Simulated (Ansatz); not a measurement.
Geometry optimisation, RKS PBE/6-31G (Ansatz 0.2.0).

Input:

```yaml
crystal:
  periodic: [false, false, false]
  atoms:
    - { symbol: Si, position_ang: [0.0, 0.0, 0.0] }
    - { symbol: Si, position_ang: [0.0, 0.0, 2.22] }
    - { symbol: H, position_ang: [-1.3148, -0.4067, 2.7074] }
    - { symbol: H, position_ang: [1.0096, -0.9353, 2.7074] }
    - { symbol: H, position_ang: [0.3052, 1.342, 2.7074] }
    - { symbol: H, position_ang: [1.3768, 0.0, -0.4862] }
    - { symbol: H, position_ang: [-0.6877, 1.1914, -0.4862] }
    - { symbol: O, position_ang: [-0.7913, -1.3709, -0.5594] }
    - { symbol: H, position_ang: [-1.2459, -1.8365, 0.2129] }
basis:
  gaussian: { orbitals: "6-31G" }
hamiltonian:
  xc: pbe
relax:
  f_tol: 0.02
  max_steps: 40
```

Run as:

```bash
$ ansatz run input.yaml --threads 1 --pin off --max-ram 2048MiB --backend cpu --events-out ev --progress --plain --runs-dir out
```

Question: Where does it end, and by what steps?

Answer: The run converged. The force dipped under the threshold on the way, but the program's further checks kept it going. Limits of this set-up: no polarisation functions. After 9 steps the energy has fallen by 0.532 eV; H9 moved furthest, 0.61 Å.

```
step  energy less start (eV)  largest force component (eV/Å)  accepted
   0                  0.0000                           2.627       yes
   1                 -0.4339                           1.142       yes
   2                 -0.4987                           0.225       yes
   3                 -0.5219                           0.135       yes
   4                 -0.5296                           0.031       yes
   5                 -0.5219                           0.181        no
   6                 -0.5309                           0.161       yes
   7                 -0.5318                           0.022       yes
   8                 -0.5320                           0.005       yes
   9                 -0.5321                           0.015       yes
```

```xyz
9
Properties=species:S:1:pos:R:3
Si -0.031 -0.037 0.000
Si 0.050 0.055 2.372
H -1.329 -0.157 2.969
H 0.977 -0.996 2.944
H 0.544 1.421 2.810
H 1.353 0.117 -0.582
H -0.904 1.110 -0.499
O -0.566 -1.591 -0.637
H -1.442 -1.937 -0.353
```

Time of the run: 21 s on 1 thread of Arm Neoverse V1, with other jobs on the host, peak memory 0.11 GiB.
